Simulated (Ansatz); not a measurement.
Input file:

```yaml
crystal:
  periodic: [false, false, false]
  atoms:
    - {symbol: Si, position_ang: [0.054491, -0.000297, 0.551520]}
    - {symbol: N, position_ang: [-0.110383, 0.008077, -1.285400]}
    - {symbol: H, position_ang: [-0.033763, 1.277611, 1.238239]}
    - {symbol: H, position_ang: [0.049346, -1.381575, 1.256453]}
basis:
  gaussian: {orbitals: def2-SVP}
magnetization: {spin_polarized: false, initial_magnetization: 3}
correlation: {method: bccd_t, electrons: all}
output: {forces: true}
```

```sh
$ ansatz run in.yaml --threads 1 --pin off --events-out ev --progress --plain --max-ram 2393MiB
```

Log:

```
411 factors; integrals over basis functions are off by at most 1.1e-3 eV
mean field evaluation 1: about -9366.5845 eV, gradient 1.2e1 eV
mean field evaluation 2: about -9366.5852 eV, gradient 1.2e1 eV
mean field evaluation 4: about -9367.7732 eV, gradient 1.7e0 eV
mean field evaluation 8: about -9367.7945 eV, gradient 1.1e-2 eV
mean field evaluation 16: about -9367.7723 eV, gradient 1.7e0 eV
mean field evaluation 32: about -9355.8617 eV, gradient 1.2e1 eV
mean field evaluation 64: about -9365.9125 eV, gradient 2.4e-1 eV
mean field evaluation 96: about -9358.8906 eV, gradient 9.7e0 eV
mean field evaluation 128: about -9365.7002 eV, gradient 1.7e-1 eV
mean field -9367.79446494 eV, -344.2600968674 hartree, gradient 2.1e-6 eV, S^2 3.750000; 4 other end points of the search recorded, 0 dependent functions left out
mean field evaluation 160: about -9368.0149 eV, gradient 1.2e0 eV
determinant -9367.79446494 eV, -344.2600968674 hartree, with singles and doubles -9374.15551559 eV, -344.4938611671 hartree
determinant -9365.90988263 eV, -344.1908397449 hartree, with singles and doubles -9372.39048000 eV, -344.4289973057 hartree
determinant -9365.70061481 eV, -344.1831492942 hartree, with singles and doubles -9372.02553297 eV, -344.4155857495 hartree
reference -9367.79446494 eV, -344.2600968674 hartree; 13, 10 occupied and 29, 32 virtual orbitals, 411 factors
second order -5.21756916 eV of doubles, -0.14642174 eV of singles
cycle   1  -6.36070078 eV  change    3.5e-4 eV  update   6.1e-3
cycle   2  -6.35937152 eV  change    1.3e-3 eV  update   2.5e-3
cycle   3  -6.35793211 eV  change    1.4e-3 eV  update   1.7e-3
cycle   4  -6.35764923 eV  change    2.8e-4 eV  update   9.7e-4
cycle   5  -6.35794430 eV  change   -3.0e-4 eV  update   5.9e-4
cycle   6  -6.35802113 eV  change   -7.7e-5 eV  update   3.5e-4
cycle   7  -6.35811565 eV  change   -9.5e-5 eV  update   2.4e-4
cycle   8  -6.35812433 eV  change   -8.7e-6 eV  update   1.5e-4
cycle   9  -6.35808616 eV  change    3.8e-5 eV  update   8.6e-5
cycle  10  -6.35807427 eV  change    1.2e-5 eV  update   3.6e-5
cycle  11  -6.35807530 eV  change   -1.0e-6 eV  update   1.5e-5
cycle  12  -6.35807365 eV  change    1.6e-6 eV  update   6.2e-6
cycle  13  -6.35807330 eV  change    3.6e-7 eV  update   2.4e-6
cycle  14  -6.35807312 eV  change    1.8e-7 eV  update   1.1e-6
cycle  15  -6.35807343 eV  change   -3.1e-7 eV  update   5.2e-7
perturbative correction -0.15090482 eV, -0.0055456498 hartree
the calculation of the forces begins
Total energy: -9374.30344319 eV, -344.4992974061 hartree
Atom 0 at     0.054491    -0.000297     0.551520 Å, force     0.963031    -1.446797     0.906983 eV/Å
Atom 1 at    -0.110383     0.008077    -1.285400 Å, force    -0.295612    -0.012956    -0.584270 eV/Å
Atom 2 at    -0.033763     1.277611     1.238239 Å, force    -0.355790     0.256553     0.228374 eV/Å
Atom 3 at     0.049346    -1.381575     1.256453 Å, force    -0.311629     1.203200    -0.551087 eV/Å
Dipole moment:    -0.040324     0.010651     0.298829 e Å
```

Forces (eV/Å):
```
Si   0.963 -1.447  0.907
N   -0.296 -0.013 -0.584
H   -0.356  0.257  0.228
H   -0.312  1.203 -0.551
```

Ran on 1 thread of Arm Neoverse V1, shared host: 20 s wall, 0.24 GiB peak host memory.
